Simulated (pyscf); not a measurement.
Thermochemistry of product channels of `[OH][Zn][OH]` + `[CH3]` [doublet] on the doublet surface, in kJ/mol, from ωB97M-D3(BJ)/def2-TZVP energies (ideal gas, 1 atm, RRHO with modes under 100 cm⁻¹ raised to 100, one conformer, R ln 2 for rigid chiral ones). Structures and frequencies: ωB97X-D3(BJ)/def2-SVP in PySCF.

| products | ΔE | ΔH(298 K) | ΔG(298 K) | ΔG(900 K) |
|---|---|---|---|---|
| `[O][Zn][OH]` [doublet] + `[CH4]` | +34.1 | +42.5 | +46.4 | [?] |
| `[CH3][O][Zn][OH]` + `[H]` [doublet] | +114.6 | +111.7 | +121.0 | [?] |

### Question
Complete the blanks.

### Answer

- `[O][Zn][OH]` [doublet] + `[CH4]`, ΔG(900 K): +59.6
- `[CH3][O][Zn][OH]` + `[H]` [doublet], ΔG(900 K): +139.1

These are energies of the channels, which say nothing of barriers. Elements up to Kr have no core potential and no relativistic terms here.
